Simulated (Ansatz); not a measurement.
Born–Oppenheimer molecular dynamics of AlF$_{2}$H (4 atoms, charge 0, multiplicity 1). It goes on from the last frame of an earlier run, with new velocities.

All numbers below come from RKS B3LYP-D4/6-31G* in Ansatz 0.2.0.

* ensemble: NVE (velocity Verlet)
* time step: 0.5 fs
* steps asked: 150
* starting velocities drawn for: 300 K
* seed: 319641

Frames 5 fs apart, positions in Å.

Velocities at 5 fs (Å/ps):

```
Al 2.31 1.96 2.96
H 14.46 -14.47 3.26
F 3.48 -0.57 -0.66
F -7.53 -1.44 -3.71
```

```xyz
4
Properties=species:S:1:pos:R:3 time_fs=5 energy_less_start_eV=-0.054 T=509
Al -0.017 0.009 0.002
H -0.019 0.066 1.577
F 1.453 0.118 -0.757
F -1.467 -0.100 -0.773
4
Properties=species:S:1:pos:R:3 time_fs=10 energy_less_start_eV=-0.004 T=314
Al -0.005 0.019 0.017
H 0.047 -0.009 1.582
F 1.467 0.115 -0.761
F -1.500 -0.106 -0.791
4
Properties=species:S:1:pos:R:3 time_fs=15 energy_less_start_eV=0.062 T=62
Al 0.000 0.027 0.027
H 0.086 -0.077 1.585
F 1.472 0.112 -0.764
F -1.515 -0.112 -0.803
4
Properties=species:S:1:pos:R:3 time_fs=20 energy_less_start_eV=0.043 T=134
Al -0.003 0.032 0.028
H 0.085 -0.125 1.593
F 1.466 0.109 -0.767
F -1.505 -0.113 -0.802
4
Properties=species:S:1:pos:R:3 time_fs=25 energy_less_start_eV=-0.033 T=426
Al -0.013 0.033 0.022
H 0.044 -0.140 1.579
F 1.450 0.107 -0.768
F -1.472 -0.111 -0.791
4
Properties=species:S:1:pos:R:3 time_fs=30 energy_less_start_eV=-0.044 T=470
Al -0.025 0.029 0.013
H -0.023 -0.120 1.566
F 1.426 0.107 -0.769
F -1.429 -0.106 -0.777
4
Properties=species:S:1:pos:R:3 time_fs=35 energy_less_start_eV=0.014 T=246
Al -0.027 0.022 0.011
H -0.091 -0.071 1.577
F 1.401 0.108 -0.771
F -1.396 -0.101 -0.772
4
Properties=species:S:1:pos:R:3 time_fs=40 energy_less_start_eV=-0.005 T=318
Al -0.018 0.015 0.023
H -0.133 0.000 1.589
F 1.381 0.110 -0.779
F -1.388 -0.097 -0.783
4
Properties=species:S:1:pos:R:3 time_fs=45 energy_less_start_eV=-0.057 T=520
Al -0.004 0.008 0.051
H -0.130 0.078 1.602
F 1.373 0.114 -0.792
F -1.399 -0.094 -0.809
4
Properties=species:S:1:pos:R:3 time_fs=50 energy_less_start_eV=-0.039 T=449
Al 0.002 0.001 0.082
H -0.083 0.148 1.641
F 1.376 0.117 -0.811
F -1.414 -0.092 -0.837
4
Properties=species:S:1:pos:R:3 time_fs=55 energy_less_start_eV=0.023 T=211
Al -0.003 -0.003 0.106
H -0.009 0.192 1.671
F 1.382 0.120 -0.828
F -1.417 -0.091 -0.856
4
Properties=species:S:1:pos:R:3 time_fs=60 energy_less_start_eV=0.043 T=134
Al -0.014 -0.004 0.117
H 0.060 0.196 1.667
F 1.382 0.121 -0.837
F -1.404 -0.090 -0.861
```

Of the whole run (75 fs, mean temperature of the second half 331 K): The conserved energy stayed within 0.02 meV per atom of its start (net change 0.00025 meV per atom), so the integration is sound. A run of 0.075 ps of so small a system gives no equilibrium averages.

Time of the run: 2.4 min on 1 thread of Arm Neoverse V2, on a shared host, peak memory 0.091 GiB.
